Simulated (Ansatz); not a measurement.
What a trial cell of Mg₂O relaxes into

These are results of DFT PBE, scalar-relativistic, plane waves, PAW in Ansatz, not measurements. Cutoff 420 eV, Γ-centred k mesh, Gaussian smearing, no spin polarisation in the final step.

The start puts Mg₂O on the anti-anatase structure type (I4_1/amd, No. 141), with O in place of Ti, Mg in place of O, at a guessed volume.

```yaml
crystal:
  lattice:
    - [-2.10456, 2.10456, 5.29003]
    - [2.10456, -2.10456, 5.29003]
    - [2.10456, 2.10456, -5.29003]
  atoms:
    - { symbol: Mg, position: [0.20660, 0.20660, 0.00000] }
    - { symbol: Mg, position: [0.95660, 0.45660, 0.50000] }
    - { symbol: Mg, position: [0.54340, 0.04340, 0.50000] }
    - { symbol: Mg, position: [0.79340, 0.79340, 0.00000] }
    - { symbol: O, position: [0.00000, 0.00000, 0.00000] }
    - { symbol: O, position: [0.75000, 0.25000, 0.50000] }
```

Cell and atoms relax at zero pressure; the relaxation can't lower the symmetry of the start. After a coarse first stage the cell is made exact in the group found at 0.06 Å.

Formation energies are uncorrected and refer to the elements' standard structures at the same level (O₂ as a molecule).

Task: Which crystal results?

Result: It keeps I4_1/amd (No. 141). The result has the anatase structure. Conventional cell: a = 4.374 Å, c = 8.764 Å. Mg is coordinated by 3 O at 2.12–2.19 Å; O has 6 Mg at 2.12–2.19 Å.

```xyz
6
Lattice="-2.1870 2.1870 4.3820 2.1870 -2.1870 4.3820 2.1870 2.1870 -4.3820" Properties=species:S:1:pos:R:3 pbc="T T T"
Mg    0.0000    0.0000    2.1172
Mg    0.0000    2.1870    4.3082
Mg    0.0000    2.1870    0.0738
Mg    0.0000    0.0000    6.6468
O     0.0000    0.0000    0.0000
O     0.0000    2.1870    2.1910
```

Task: What are its volume, energy, density and gap?

Result: The volume per atom is 13.97 Å³ and the density is 2.56 g/cm³. The energy over the elements is -1.50 eV/atom and the gap on the 12×12×12 mesh is 0 eV (a metal).

The final run used a 12×12×12 mesh on its 6-atom cell and 0.10 eV smearing. The k mesh leaves about 4 meV/atom of noise in metals. A structure relaxed within its symmetry needn't be a true minimum.

Cost: 3 runs of about 2.5 core-minutes in all, on Intel Xeon Platinum 8375C (Ice Lake) (shared hosts).